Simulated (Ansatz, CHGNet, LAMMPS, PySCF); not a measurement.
Cohesive energy of rock-salt LiF: levels of theory against measurement

Reference value: 4.46 eV/atom (measured, static lattice: zero-point vibration energy added; as tabulated in Mejia-Rodriguez and Trickey (2018), arXiv:1807.09216).

```csv
level (code),value (eV/atom),cell (Å³/atom)
EIM (LAMMPS),4.43,8.11
CHGNet 0.3.0,4.14,8.56
LDA (Ansatz),4.93,7.47
PBE (PySCF),[?],8.40
Hartree–Fock (PySCF),3.38 ± 0.05,7.89
```

Task: Some entries are withheld; supply them.

Result: 
- PBE (PySCF), value (eV/atom): 4.32 ± 0.04

Errors against the reference: EIM -0.03 eV/atom, CHGNet 0.3.0 -0.32 eV/atom, LDA +0.47 eV/atom, PBE -0.14 eV/atom, Hartree–Fock -1.08 eV/atom.

Leaving aside CHGNet 0.3.0 (doubt noted below): Closest of the ranked levels: EIM (-0.03 eV/atom). Among them Hartree–Fock (-1.08 eV/atom) misses by most. Within 0.2 eV/atom: EIM, PBE.

Free atoms are spin-polarised, in the lowest state found; at levels without +SOC their spin–orbit coupling is left out.  A ± on a computed value is a rough bar: the spread of its extrapolation, a floor set from checks against published values, or a statistical error. CHGNet 0.3.0: free atoms can lie outside what these potentials were trained on. CHGNet 0.3.0: the energies of CHGNet 0.3.0 can hold anion corrections fitted to measured formation enthalpies. Each level is taken at its own relaxed cell. Ansatz's density-functional and Hartree–Fock values are scalar-relativistic unless marked +SOC, with PAW data made under PBE.

Empirical potentials (EIM) are fitted to chosen data: where that held the value shown, agreement is built in, and what lay outside the fit can be far off. Machine-learned potentials (CHGNet 0.3.0) are trained on DFT data: a solid inside that data is no test of them.

Differences are worked out from the printed values.

Ansatz is a program for electronic structure.
